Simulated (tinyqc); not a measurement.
Geometry optimisation on the UHF/sto-3g surface (energies and gradients from PySCF), for LiH+, spin multiplicity 2, step by step. Computed by tinyqc, a small Python program that keeps every step (integrals from PySCF). Settings: charge = 1, multiplicity = 2, basis = sto-3g, optimiser = bfgs, first Hessian = 0.6, largest step = 0.3, iteration cap = 30. Command: `OMP_NUM_THREADS=1 python tinyqc.py 29734 29735 out.jsonl` (the two numbers bound the seeds that draw the settings). One thread of a shared host (Intel(R) Xeon(R) Processor @ 2.60GHz), about 0.4 s of CPU time with the checks.

## Step 1: energy and gradient

positions at the start (bohr):
```
           x        y        z
1Li  0.00000  0.00000  0.00000
2H   0.00000  0.00000  2.94041
```

Self-consistent energy and analytic gradient at these positions.

energy = -7.6113293 hartree

gradient (hartree/bohr):
```
             x          y           z
1Li  0.0000000  0.0000000   0.0345248
2H   0.0000000  0.0000000  -0.0345248
```

## Step 1: move

Quasi-Newton step p = -H^(-1) g (first H = 0.6 times the unit matrix); steps longer than 0.3 bohr are cut back.

positions after step 1 (bohr):
```
           x        y         z
1Li  0.00000  0.00000  -0.05754
2H   0.00000  0.00000   2.99796
```

## Step 2: energy and gradient

As before.

energy = -7.6148282 hartree

gradient (hartree/bohr):
```
             x          y           z
1Li  0.0000000  0.0000000   0.0265150
2H   0.0000000  0.0000000  -0.0265150
```

## Step 2: move

inverse Hessian in use (bohr^2/hartree), lower triangle:
```
         1        2         3        4        5        6
1  1.66667
2  0.00000  1.66667
3  0.00000  0.00000   4.42525
4  0.00000  0.00000   0.00000  1.66667
5  0.00000  0.00000   0.00000  0.00000  1.66667
6  0.00000  0.00000  -2.75858  0.00000  0.00000  4.42525
```

Quasi-Newton step p = -H^(-1) g (the inverse Hessian comes from BFGS updates; coordinates in the order x, y, z of each atom); steps longer than 0.3 bohr are cut back.

positions after step 2 (bohr):
```
           x        y         z
1Li  0.00000  0.00000  -0.24802
2H   0.00000  0.00000   3.18843
```

## Step 3: energy and gradient

As before.

energy = -7.6210852 hartree

gradient (hartree/bohr):
```
             x          y           z
1Li  0.0000000  0.0000000   0.0081198
2H   0.0000000  0.0000000  -0.0081198
```

## Step 3: move

inverse Hessian in use (bohr^2/hartree), lower triangle:
```
         1        2         3        4        5        6
1  1.66667
2  0.00000  1.66667
3  0.00000  0.00000   6.01075
4  0.00000  0.00000   0.00000  1.66667
5  0.00000  0.00000   0.00000  0.00000  1.66667
6  0.00000  0.00000  -4.34408  0.00000  0.00000  6.01075
```

As before.

positions after step 3 (bohr):
```
           x        y         z
1Li  0.00000  0.00000  -0.33210
2H   0.00000  0.00000   3.27251
```

## Convergence

Stop when the largest gradient component is below 3e-5 hartree/bohr. The inverse Hessian follows the BFGS update with s = step, y = change of gradient.

Course of the optimisation:
```
step  E (hartree)  largest gradient (hartree/bohr)
1      -7.6113293                         3.45e-02
2      -7.6148282                         2.65e-02
3      -7.6210852                         8.12e-03
4      -7.6219925                         2.91e-03
5      -7.6221535                         5.79e-04
6      -7.6221609                         5.69e-05
7      -7.6221610                         1.30e-06
```

Final distances (angstrom):
```
pair    distance
2H-1Li   1.97089
```

Converged in 7 steps.
